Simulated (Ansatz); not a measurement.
Coupled-cluster diagnostics for P3, Ansatz.

Geometry of the doublet (PBE0-D4/def2-TZVP):

```
atom   x (Å)   y (Å)   z (Å)
  P1  -1.539  -1.015  -0.619
  P2   0.000   0.000   0.001
  P3   1.539   1.015   0.618
```

Correlated methods freeze 15 core orbitals. Another isomer (doublet) lies 1.40 eV lower at PBE0-D4/def2-TZVP; other spin states weren't run for this one.

Question: Estimate the CCSD(T) correlation energy, the shares of MP2 and (T), T1 and the reference's ⟨S²⟩ for: charge 0, doublet, own geometry in def2-TZVPP; and the rough time on 4 threads of Intel Xeon on a shared host.

Answer: 
| state | basis | correlation (eV) | MP2 share (%) | (T) share (%) | T1 | ⟨S²⟩ (pure) | wall time | remarks |
| --- | --- | --- | --- | --- | --- | --- | --- | --- |
| charge 0, doublet, own geometry | def2-TZVPP | -12.582 | 83.1 | 7.2 | 0.059 | 1.23 (0.75) | 29 s | large T1, spin-contaminated |
Customary marks for T1 are 0.02 (closed shells), 0.045 (open shells) and about 0.05 (3d metals). T1 exceeds 0.02 in 1 of 1 rows and 0.045 in 1; the higher it lies, the less the single-reference result can be trusted.
